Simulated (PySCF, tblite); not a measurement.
# H₄OF+, an ion with solvent molecules: NMR shifts, interaction energy, infrared bands, spin-spin couplings and core binding energies

One table from this session's results is given with a row withheld; the runs are named, their logs left out.

Programs: tblite 0.8.0 and PySCF 2.14.0. All values are calculated, for the isolated system unless a continuum is named. Atoms count from 0, parts from 1.

### The system as given

6 atoms, charge 1, multiplicity 1; geometry: rigid parts in contact. Parts: 1 = atoms 0–3, `[OH3+]`, charge 1; 2 = atoms 4–5, `F`, charge 0.

Set-up of the first run:

What the job is given:

```
{"job": {"kind": "dock", "xc": "GFN2-xTB", "basis": "xTB"}, "charge": 1, "multiplicity": 1, "parts": [{"atoms": "0-3", "charge": 1, "multiplicity": 1}, {"atoms": "4-5", "charge": 0, "multiplicity": 1}]}
O      0.002338    -0.003474     0.213104
H     -0.416181     0.845860    -0.053332
H     -0.525081    -0.781114    -0.077849
H      0.938924    -0.061272    -0.081924
F      0.534675    -2.557220    -0.342132
H      0.829958    -3.032222     0.403934
```

Level: GFN2-xTB search for minima from random contacts, gas phase.

Command:

```
> OMP_NUM_THREADS=1 python cluster_run.py task.json out
```

The driver reads the jobs from task.json and runs them one after another.

Steps of the session up to this table: Search for minima with GFN2-xTB; Geometry optimisation at PBE0-D3(BJ)/def2-TZVPD; Nuclear shieldings: PBE0/pcSseg-2; Coupled-cluster interaction energy: CCSD(T) and MP2.

One of the session's tables, all rows but one given; the rest of the session is left out.

It belongs to the step «Coupled-cluster interaction energy: CCSD(T) and MP2». 

```
                 method  interaction energy (kcal/mol)
         HF/aug-cc-pVDZ                         -17.20
        MP2/aug-cc-pVDZ                         -17.99
       CCSD/aug-cc-pVDZ                         -17.56
    CCSD(T)/aug-cc-pVDZ                         -17.84
         HF/aug-cc-pVQZ                              ?
        MP2/aug-cc-pVQZ                         -19.47
    SCS-MP2/aug-cc-pVQZ                         -18.66
      MP2, extrapolated                         -19.64
CCSD(T), limit estimate                         -19.48
```

Estimate the missing values for HF/aug-cc-pVQZ.

**Answer.** interaction energy (kcal/mol): -17.91. In the column «interaction energy (kcal/mol)» it lies between MP2/aug-cc-pVDZ (-17.99) and CCSD(T)/aug-cc-pVDZ (-17.84).

To keep in mind: The interaction energy leaves out the deformation of the parts, 1.30 kcal/mol (MP2); added to the CCSD(T) estimate it gives a binding of about -18.18 kcal/mol.
